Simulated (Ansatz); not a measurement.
# A workflow on SiH2F2 (SMILES F[SiH2]F)

Aim: a series of 30 runs (HF/STO-3G, UHF/STO-3G, HF/3-21G, UHF/3-21G, HF/6-31G*, UHF/6-31G*, B3LYP/6-31G*, UB3LYP/6-31G*, and more) of F2H2Si. 

The calculation is run with Ansatz 0.2.0.

### Step 1. The system as given

SiH2F2: 5 atoms, total charge 0, spin state singlet. SMILES: `F[SiH2]F`. Geometry: relaxed at PBE0-D4/def2-TZVP. The run starts from this shape.

Bond lengths: F1–Si2 1.586 Å, Si2–F3 1.586 Å, Si2–H4 1.474 Å, Si2–H5 1.474 Å. Angles: F1–Si2–F3 108.0°, F1–Si2–H4 108.5°, F1–Si2–H5 108.5°, F3–Si2–H4 108.5°, F3–Si2–H5 108.5°, H4–Si2–H5 114.6°.

### Step 2. A structure relaxation at HF/STO-3G (paw set gaussian, start density atoms) (run 1)

The input, job.yaml:

```yaml
crystal:
  periodic: [false, false, false]
  atoms:
    - {symbol: F, position_ang: [-1.079010, 0.538200, 0.980720]}
    - {symbol: Si, position_ang: [-0.005220, -0.000540, -0.054090]}
    - {symbol: F, position_ang: [1.247630, -0.520590, 0.766910]}
    - {symbol: H, position_ang: [-0.590470, -1.138740, -0.786300]}
    - {symbol: H, position_ang: [0.427070, 1.121680, -0.907250]}
basis:
  gaussian:
    orbitals: STO-3G
hamiltonian:
  xc: hf
relax:
  f_tol: 0.002
output: {orbitals: {seedname: orbitals}}
```

On the command line:

```console
ansatz run job.yaml --threads 1 --pin off --max-ram 3480MiB --events-out events.jsonl --progress --plain --runs-dir runs
```

Log:

```text
Warning: RAYON_NUM_THREADS=1 ignored (pool sized by the plan → 1); use --threads N
The last accepted step is kept in runs//last_step.txt (removed where the run ends without a failure and the disk answers)
[... 50 lines left out ...]
Total energy: -13139.62589540 eV, -482.8723452976 hartree
[... 5 lines left out ...]
Dipole moment:    -0.026313    -0.002748    -0.272721 e Å
```

Wall time 1.8 s (1 thread of Arm Neoverse V1, shared host); peak memory 0.085 GiB.

Steps, from the record of the run:

| step | energy from the first frame kept (eV) | largest force (eV/Å) |
| --- | --- | --- |
| 1 | 0.0000 | 2.4543 |
| 2 | -0.1026 | 0.8835 |
| 3 | -0.1115 | 0.2415 |
| 4 | -0.1128 | 0.0352 |
| 5 | -0.1130 | 0.0220 |
| 6 | -0.1130 | 0.0002 |

After the run. Bond lengths: F1–Si2 1.610 Å, Si2–F3 1.610 Å, Si2–H4 1.423 Å, Si2–H5 1.423 Å. Angles: F1–Si2–F3 106.3°, F1–Si2–H4 109.9°, F1–Si2–H5 109.9°, F3–Si2–H4 109.9°, F3–Si2–H5 109.9°, H4–Si2–H5 110.9°.

### Step 3. Vibrational wavenumbers at HF/STO-3G (paw set gaussian, start density atoms) (run 2)

The input, run.yaml:

```yaml
crystal:
  periodic: [false, false, false]
  atoms:
    - {symbol: F, position_ang: [-1.081825, 0.540792, 1.005469]}
    - {symbol: Si, position_ang: [-0.006099, -0.000634, -0.063204]}
    - {symbol: F, position_ang: [1.255127, -0.522691, 0.790708]}
    - {symbol: H, position_ang: [-0.563977, -1.075862, -0.809391]}
    - {symbol: H, position_ang: [0.396774, 1.058405, -0.923591]}
basis:
  gaussian:
    orbitals: STO-3G
hamiltonian:
  xc: hf
phonons:
  temperatures: {t_min: 298.15, t_max: 298.15, t_step: 1}
```

On the command line:

```console
ansatz run run.yaml --threads 1 --pin off --max-ram 3480MiB --events-out events.jsonl --progress --plain --runs-dir runs
```

Log:

```text
Warning: RAYON_NUM_THREADS=1 ignored (pool sized by the plan → 1); use --threads N
[... 65 lines left out ...]
Total energy: -13139.62590421 eV, -482.8723456213 hartree
[... 5 lines left out ...]
Dipole moment:    -0.026313    -0.002748    -0.272721 e Å
Vibrations: 337.74 779.16 903.30 915.02 1000.81 1159.85 1230.58 2867.91 2900.93 cm⁻¹, zero-point energy 0.749813 eV
```

Run time: 1.8 s. Hardware: 1 thread of Arm Neoverse V1, shared host; peak memory 0.082 GiB.

Runs 3 to 6 aren't shown in full; the table further down has their settings and results.

### Step 4. The doublet cation: the energy at UHF/3-21G (paw set gaussian, start density atoms) (run 7)

The input, job.yaml:

```yaml
crystal:
  periodic: [false, false, false]
  atoms:
    - {symbol: F, position_ang: [-1.079642, 0.540273, 1.014151]}
    - {symbol: Si, position_ang: [-0.006755, -0.000703, -0.070020]}
    - {symbol: F, position_ang: [1.254638, -0.521994, 0.799631]}
    - {symbol: H, position_ang: [-0.585420, -1.122398, -0.812297]}
    - {symbol: H, position_ang: [0.417179, 1.104832, -0.931474]}
basis:
  gaussian:
    orbitals: 3-21G.json
total_charge: 1
magnetization:
  spin_polarized: true
  initial_magnetization: 1
hamiltonian:
  xc: hf
```

The basis set 3-21G is read from a file made from the Basis Set Exchange's data (not shown).

On the command line:

```console
ansatz run job.yaml --threads 1 --pin off --max-ram 3480MiB --events-out events.jsonl --progress --plain --runs-dir runs
```

Log:

```text
Warning: RAYON_NUM_THREADS=1 ignored (pool sized by the plan → 1); use --threads N
Functional definition: HF
  name "HF"
  exchange = exact_x
  correlation = 0
357 factors; integrals over basis functions are off by at most 2.5e-4 eV
mean field evaluation 1: about -13217.5613 eV, gradient 4.5e1 eV
mean field evaluation 2: about -13217.5615 eV, gradient 4.5e1 eV
mean field evaluation 4: about -13224.4553 eV, gradient 2.4e0 eV
mean field evaluation 8: about -13224.5436 eV, gradient 1.5e-1 eV
mean field evaluation 16: about -13224.1360 eV, gradient 2.0e0 eV
mean field evaluation 32: about -13222.9647 eV, gradient 2.9e0 eV
mean field evaluation 64: about -13222.5739 eV, gradient 3.5e0 eV
mean field -13224.54465489 eV, -485.9930521490 hartree, gradient 2.5e-5 eV, S^2 0.796259; 0 other end points of the search recorded, 0 dependent functions left out
reference -13224.54465489 eV, -485.9930521490 hartree; 17, 16 occupied and 18, 19 virtual orbitals, 357 factors
Total energy: -13224.54465489 eV, -485.9930521490 hartree
```

Wall time 0.36 s (1 thread of Arm Neoverse V1, shared host); peak memory 0.082 GiB.

Runs 8 to 29 aren't shown in full; the table further down has their settings and results.

### Step 5. Vibrational wavenumbers at CCSD(T)/cc-pVDZ (paw set gaussian, start density atoms) (run 30)

The input, in.yaml:

```yaml
crystal:
  periodic: [false, false, false]
  atoms:
    - {symbol: F, position_ang: [-1.115951, 0.555995, 1.002495]}
    - {symbol: Si, position_ang: [-0.006576, -0.000684, -0.068154]}
    - {symbol: F, position_ang: [1.288083, -0.538015, 0.781568]}
    - {symbol: H, position_ang: [-0.593144, -1.142397, -0.797295]}
    - {symbol: H, position_ang: [0.427588, 1.125112, -0.918624]}
basis:
  gaussian:
    orbitals: cc-pVDZ
correlation:
  method: ccsd_t
accuracy: high
scf:
  omitted_lower_state_checks: [cluster_reference]
phonons:
  temperatures: {t_min: 298.15, t_max: 298.15, t_step: 1}
```

On the command line:

```console
ansatz run in.yaml --threads 1 --pin off --max-ram 3480MiB --events-out events.jsonl --progress --plain --runs-dir runs
```

Log:

```text
Warning: RAYON_NUM_THREADS=1 ignored (pool sized by the plan → 1); use --threads N
[... 12 lines left out ...]
7 core orbitals not correlated: weight in the atoms' cores, before any rotation towards them, 1.000 or more for the frozen orbitals, at most 0.000 for the correlated occupied ones
[... 161 lines left out ...]
7 core orbitals not correlated: weight in the atoms' cores, before any rotation towards them, 1.000 or more for the frozen orbitals, at most 0.000 for the correlated occupied ones
[... 135 lines left out ...]
Dipole moment:    -0.035432    -0.003700    -0.367237 e Å
[... 1 line left out ...]
Checks for a lower state left out: cluster_reference
```

It took 1.9 min on 1 thread of Arm Neoverse V1, shared host; peak memory 0.27 GiB.

### Step 6. All runs side by side

```csv
run,level,task,walk f tol,partner,energy (Eh),dipole moment (D),wall time
1,"HF/STO-3G (paw set gaussian, start density atoms)",optimise,0.002,base,-482.872345,1.32,1.8 s
2,"HF/STO-3G (paw set gaussian, start density atoms)",frequencies,–,base,-482.872346,1.32,1.8 s
3,"UHF/STO-3G (paw set gaussian, start density atoms)",energy,–,cation,-482.552606,–,0.36 s
4,"UHF/STO-3G (paw set gaussian, start density atoms)",optimise,–,cation,-482.601726,–,2.8 s
5,"HF/3-21G (paw set gaussian, start density atoms)",optimise,0.002,base,-486.473239,2.44,1.8 s
6,"HF/3-21G (paw set gaussian, start density atoms)",frequencies,–,base,-486.473239,2.44,1.8 s
7,"UHF/3-21G (paw set gaussian, start density atoms)",energy,–,cation,-485.993052,–,0.36 s
8,"UHF/3-21G (paw set gaussian, start density atoms)",optimise,–,cation,-486.025996,–,2.6 s
9,"HF/6-31G* (Cartesian functions, paw set gaussian, start density atoms)",optimise,0.002,base,-489.081804,1.71,3.6 s
10,"HF/6-31G* (Cartesian functions, paw set gaussian, start density atoms)",frequencies,–,base,-489.081804,1.71,7.5 s
11,"UHF/6-31G* (Cartesian functions, paw set gaussian, start density atoms)",energy,–,cation,-488.613811,–,0.6 s
12,"UHF/6-31G* (Cartesian functions, paw set gaussian, start density atoms)",optimise,–,cation,-488.647763,–,5.1 s
13,"B3LYP/6-31G* (Cartesian functions, paw set gaussian, start density atoms)",optimise,0.002,base,-490.489712,1.45,7.5 s
14,"B3LYP/6-31G* (Cartesian functions, paw set gaussian, start density atoms)",frequencies,–,base,-490.489712,1.45,9.9 s
15,"UB3LYP/6-31G* (Cartesian functions, paw set gaussian, start density atoms)",energy,–,cation,-490.030832,–,1.9 s
16,"UB3LYP/6-31G* (Cartesian functions, paw set gaussian, start density atoms)",optimise,–,cation,-490.047272,–,17 s
17,"PBE/def2-SVP (paw set gaussian, start density atoms)",optimise,0.002,base,-489.891233,1.46,6 s
18,"PBE/def2-SVP (paw set gaussian, start density atoms)",frequencies,–,base,-489.891233,1.46,6.9 s
19,"UPBE/def2-SVP (paw set gaussian, start density atoms)",energy,–,cation,-489.449395,–,6.6 s
20,"UPBE/def2-SVP (paw set gaussian, start density atoms)",optimise,–,cation,-489.460161,–,18 s
21,"MP2/6-31G* (Cartesian functions, paw set gaussian, start density atoms)",optimise,0.002,base,-489.505691,1.57,4.5 s
22,"MP2/6-31G* (Cartesian functions, paw set gaussian, start density atoms)",frequencies,–,base,-489.505691,1.57,7.2 s
23,"UMP2/6-31G* (Cartesian functions, paw set gaussian, start density atoms)",energy,–,cation,-489.039654,–,1.4 s
24,"UMP2/6-31G* (Cartesian functions, paw set gaussian, start density atoms)",optimise,–,cation,-489.067581,–,9.6 s
25,"HF/cc-pVTZ (paw set gaussian, start density atoms)",optimise,0.002,base,-489.199602,1.60,9.3 s
26,"HF/cc-pVTZ (paw set gaussian, start density atoms)",frequencies,–,base,-489.199602,1.60,13 s
27,"PBE-D3(BJ)/def2-TZVP (paw set gaussian, start density atoms)",optimise,0.002,base,-490.262775,1.43,9 s
28,"PBE-D3(BJ)/def2-TZVP (paw set gaussian, start density atoms)",frequencies,–,base,-490.262775,1.43,12 s
29,"CCSD(T)/cc-pVDZ (paw set gaussian, start density atoms)",optimise,0.002,base,-489.589518,1.77,63 s
30,"CCSD(T)/cc-pVDZ (paw set gaussian, start density atoms)",frequencies,–,base,-489.589518,1.77,1.9 min
```

### Step 7. What came out

```
                                                                             quantity          value
                                                run 30, CCSD(T)/cc-pVDZ: total energy  -489.58952 Eh
                          run 30, CCSD(T)/cc-pVDZ: dipole moment (correlated density)         1.77 D
                 run 30, CCSD(T)/cc-pVDZ: correlation energy (7 core orbitals frozen)     -500.8 mEh
                                              run 30, CCSD(T)/cc-pVDZ: (T) correction      -7.68 mEh
                                               run 30, CCSD(T)/cc-pVDZ: T1 diagnostic          0.013
                                    run 30, CCSD(T)/cc-pVDZ: largest force on an atom     0.001 eV/Å
                                  run 30, CCSD(T)/cc-pVDZ: lowest harmonic wavenumber       305 cm⁻¹
                                 run 30, CCSD(T)/cc-pVDZ: highest harmonic wavenumber      2329 cm⁻¹
                                           run 30, CCSD(T)/cc-pVDZ: zero-point energy    60.4 kJ/mol
                        vertical ionisation energy (to the doublet cation), HF/STO-3G       8.701 eV
                        vertical ionisation energy (to the doublet cation), HF/6-31G*      12.735 eV
                     vertical ionisation energy (to the doublet cation), B3LYP/6-31G*      12.487 eV
                     vertical ionisation energy (to the doublet cation), PBE/def2-SVP      12.023 eV
                       vertical ionisation energy (to the doublet cation), MP2/6-31G*      12.682 eV
    adiabatic ionisation energy (to the doublet cation, no zero-point term), HF/3-21G      12.170 eV
adiabatic ionisation energy (to the doublet cation, no zero-point term), B3LYP/6-31G*      12.039 eV
  adiabatic ionisation energy (to the doublet cation, no zero-point term), MP2/6-31G*      11.922 eV
```

At HF/STO-3G: removing an electron at fixed nuclei costs 8.70 eV (201 kcal/mol). In a minimal basis such a difference can be off by several eV, whatever the method. At HF/6-31G*: removing an electron at fixed nuclei costs 12.73 eV (294 kcal/mol). At B3LYP/6-31G*: the vertical ionisation energy comes to 12.49 eV (288 kcal/mol). At PBE/def2-SVP: the vertical ionisation energy comes to 12.02 eV (277 kcal/mol). At MP2/6-31G*: the vertical ionisation energy comes to 12.68 eV (1224 kJ/mol). Totals of different functionals can't be ranked against each other. In runs 1, 2, 3, 4 the basis is minimal, so the values are rough. All runs together took 5.8 min, the longest 1.9 min.
